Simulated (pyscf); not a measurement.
## Routes from S=GeH₂ + hydrogen (H₂)

Candidate steps break at most two bonds and form at most two. Each was searched with GFN2-xTB (tblite) first. PySCF, gas phase, ωB97X-D3(BJ)/def2-SVP geometries. Energies: ωB97M-D3(BJ)/def2-TZVP, kcal/mol, from the separated reactants, singlet surface; ΔG‡ with ideal gas, 1 atm, RRHO with modes under 100 cm⁻¹ raised to 100, one conformer, R ln 2 for chiral ones without a mode under 150 cm⁻¹.

```
products                                                            type   ΔE‡     ΔE  ΔG‡ 298 K  ΔG‡ 900 K  ν‡ (cm⁻¹)
----------------------  ------------------------------------------------  ----  -----  ---------  ---------  ---------
HS–GeH₃                 addition across a multiple bond or ene-type step  28.1  -33.4       36.8       54.8      1489i
HS–GeH: [singlet] + H₂                       concerted two-bond exchange  42.1   -9.2       49.7       67.4      1840i
```

Plain bond fissions and candidates not yet searched are not listed, and one of them may be faster. Each barrier is that of the saddle found; lower ones may exist. Elements up to Kr have no core potential and no relativistic terms here.
